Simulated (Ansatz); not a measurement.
Reaction (SMILES): C1=CC1 → [C]1=CC1 + H atom
B3LYP-D3(BJ)/def2-TZVP geometries, fixed; electronic energies without zero-point terms.

Effect of the final integration grid (spheres per factor e of radius in core and valence, angular degree) at PBE/cc-pVTZ with Ansatz (an electronic-structure program), against the last row, where the bond dissociation energy is 112.27 kcal/mol. Open shells are unrestricted. The default's grid is 13, 11, 36.

```tsv
setting	largest shift of a total energy (mEh)	shift of the bond dissociation energy (kcal/mol)
accuracy: medium (default)	0.000	0.000
final_grid: 4, 3, 11	2.381	0.214
final_grid: 6, 5, 17	0.228	-0.179
final_grid: 8, 7, 23	-0.012	0.001
final_grid: 10, 9, 29	0.004	-0.003
final_grid: 18, 15, 47	0.000	0.000
final_grid: 26, 22, 59	0.000	0.000
```

Within 0.05 kcal/mol in the bond dissociation energy: accuracy: medium (default); final_grid: 8, 7, 23; final_grid: 10, 9, 29; final_grid: 18, 15, 47. The largest shift is 2.381 mEh in a total energy and 0.214 kcal/mol in the difference.
